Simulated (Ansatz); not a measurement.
System: pyrazine, C4H4N2, net charge 0, singlet state. 
Structure (B3LYP-D3(BJ)/def2-TZVP (Ansatz, an electronic-structure program) minimum search):
SMILES: c1cnccn1
```xyz
10

C      1.1755    -0.6013     0.1346
C      1.0677     0.7845     0.0774
N     -0.1084     1.3933    -0.0575
C     -1.1755     0.6013    -0.1346
C     -1.0677    -0.7845    -0.0774
N      0.1084    -1.3933     0.0575
H      2.1422    -1.0802     0.2447
H      1.9481     1.4144     0.1418
H     -2.1422     1.0802    -0.2447
H     -1.9481    -1.4144    -0.1418
```

Basis-set convergence of Hartree-Fock and MP2 correlation energies (hartree) with Ansatz. Valence correlation only, unless marked. No spin-orbit coupling. Non-relativistic.

The Hartree-Fock reference is unstable (checked in the largest basis), which strains HF and MP2. 

| basis | functions | E(HF) | E(corr, MP2) |
|---|---|---|---|
| aug-cc-pVDZ | 174 | -262.71596 | -0.86699 |
| aug-cc-pVTZ | 368 | -262.77213 | -1.03453 |
| aug-cc-pVQZ | 664 | -262.78727 | -1.09199 |

Extrapolating the two largest sets (X = 3 and 4) as X^-3: E(corr) = (64·(-1.09199) - 27·(-1.03453))/37 = -1.1339 Eh, an estimate of the basis-set limit. The largest set recovers 96.3 % of it, the smallest 76.5 %.
